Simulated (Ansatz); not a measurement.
**CH3O (hydroxymethyl radical): the vertical ionisation energy from total energies**

The species is CH3O (5 atoms), meant as a doublet with charge 0. SMILES: `[CH2]O`. Geometry: relaxed at PBE0-D4/def2-TZVP. This is one conformer, not always the lowest.

Both states at this one shape; open shells run unrestricted unless said. 1 Eh = 27.2114 eV.

```
           level  program  doublet CH3O (Eh)  singlet CH3O+ (Eh)
     UPBE/STO-3G   Ansatz        -113.370778         -113.155622
UPBE0/def2-TZVPP   Ansatz        -114.981251         -114.682306
```

Question: Work out the vertical ionisation energy at each level.

Answer: 
1. UPBE/STO-3G: -113.155622 − (-113.370778) = 0.215156 Eh = 5.85 eV.
2. UPBE0/def2-TZVPP: -114.682306 − (-114.981251) = 0.298945 Eh = 8.13 eV.

No measured value is set beside it here; the levels span 5.85 to 8.13 eV. Minimal sets are far from the basis-set limit.
